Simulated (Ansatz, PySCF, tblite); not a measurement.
System: H₂Si, singlet: symmetric bend, bond length relaxed. Scanned: H-Si-H angle. Other coordinates (Si-H bond length) were minimised at B3LYP/def2-TZVP. Each profile is relative to its own lowest point.

| a / ° | A | B | C |
|---|---|---|---|
| 180 | 0.000 | — | 2.112 |
| 169.47 | 0.040 | — | 1.678 |
| 161.90 | 0.128 | 2.361 | 1.452 |
| 151.15 | 0.330 | 1.836 | 1.094 |
| 138.11 | 0.620 | 1.182 | 0.685 |
| 128.88 | 0.872 | 0.778 | 0.438 |
| 120.20 | 1.162 | 0.464 | 0.247 |
| 110.92 | 1.536 | 0.210 | 0.094 |
| 100.40 | 2.061 | 0.038 | 0.000 |
| 90.38 | 2.683 | 0.000 | 0.013 |
| 81.75 | 3.336 | 0.075 | 0.129 |
| 67.52 | 4.724 | 0.432 | 0.634 |
| 60 | 5.651 | 0.729 | 1.121 |

Energies in eV.

Problem. Assign the columns to these levels of theory: CCSDT(Q) on RHF/def2-TZVP, frozen core run with Ansatz (a quantum-chemistry and plane-wave program); GFN2-xTB, 300 K electronic temperature run with tblite 0.5.0; restricted Hartree-Fock/LANL2DZ, with its core potentials past Ne (PySCF 2.14.0).

Solution. A is RHF/LANL2DZ; B is CCSDT(Q)/def2-TZVP; C is GFN2-xTB.

Dashes: no converged value, or the column stops at the first point that the program doubted or that broke a chosen test of continuity, which isn't proof of a fault.
